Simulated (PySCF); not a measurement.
# Cl2H2Si: core ionisation energies

SiCl2H2.
Bonds: Si1–Cl2, Si1–Cl3. Hydrogens: H4, H5 on Si1.

Method: delta-SCF UKS SCAN, pcX-2 on the ionised atom, pcseg-1 elsewhere, spin-free X2C in PySCF. Binding energies are ΔSCF values: E(core-ionised, relaxed orbitals) − E(ground state) at a fixed geometry, referred to the vacuum level.

**Question.** What binding energy does each computed site have?

**Answer.** 
| atom(s) | environment | level | binding energy (eV) | 2p1/2 (eV) | count |
| --- | --- | --- | --- | --- | --- |
| Si1 | silicon bonded to 2 Cl and 2 H | Si 2p3/2 | 109.04 | 109.66 | 1 |
| Cl2/Cl3 | chlorine bonded to Si | Cl 2p3/2 | 206.51 | 208.16 | 2 |
| Si1 | silicon bonded to 2 Cl and 2 H | Si 1s | 1849.05 | – | 1 |
| Cl2/Cl3 | chlorine bonded to Si | Cl 1s | 2829.11 | – | 2 |

**Question.** Express the binding energy of Si 1s of Si1 in atomic units and per mole.

**Answer.** 1849.05 eV = 67.9513 Eh = 178406 kJ/mol.

The first atom of each set that the bonding makes equivalent was ionised and stands for the set. Spin–orbit and ligand-field terms were added within each 2p shell after the spin-free SCF. 2p1/2 minus 2p3/2 (ligand field included): Si 0.63 eV, Cl 1.65 eV. Isolated species at its PBE0-D3(BJ)/def2-SVP geometry, gas phase.

Hardware: an Arm Neoverse V1 with one thread (shared host). Cost: 7.2 s.
